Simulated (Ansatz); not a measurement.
A (111) slab of Au (Fm-3m (No. 225)), 5 planes, outer planes Au (top) and Au (bottom), with 5 atoms (Au5) in a surface cell of A = 7.486 Å², as cut from the bulk:

```
CELL_PARAMETERS angstrom
2.94008 0.00000 0.00000
-1.47004 2.54618 0.00000
0.00000 0.00000 24.60225
ATOMIC_POSITIONS crystal
Au 0.66667 0.33333 0.30485
Au 0.33333 0.66667 0.40243
Au 0.00000 0.00000 0.50000
Au 0.66667 0.33333 0.59757
Au 0.33333 0.66667 0.69515
```

Method: DFT PBE, scalar-relativistic, plane waves, PAW in Ansatz. Settings: cutoff 420 eV, Γ-centred mesh 12×12×1 on the computed 5-atom cell, Gaussian smearing of 0.10 eV; no spin polarisation. The cell repeats along c with a dipole correction in the vacuum.

Against the same 5 atoms in the bulk, the slab as cut lies 0.676 eV higher and the relaxed slab 0.671 eV higher.

Question: Work out the surface energy before and after relaxation.

Answer: The slab has two faces, so γ = (E_slab − N·E_bulk)/(2A), the mean of both. As cut: 0.676/(2 × 7.486) = 0.0452 eV/Å², and 1 eV/Å² = 16.02 J/m², so γ = 0.72 J/m². Relaxed: 0.671/(2 × 7.486) = 0.0448 eV/Å² = 0.72 J/m². Relaxation recovers 0.7 % of the cost of cutting.

Question: A cut through this plane breaks about 3 nearest-neighbour bonds a surface cell. What does each broken bond cost, before relaxation?

Answer: One cut makes two faces and costs 2γA = 0.676 eV, shared by 3 bonds: 0.23 eV a bond. In a metal this is less than the cohesive energy a bond, since the bonds that remain at the surface strengthen.

Question: What is the ideal work of this cut, per area?

Answer: Griffith's ideal work is 2γ: 1.45 J/m² if the new faces stay rigid, 1.44 J/m² if they relax. One thickness was run, 5 planes, so γ can still shift with it.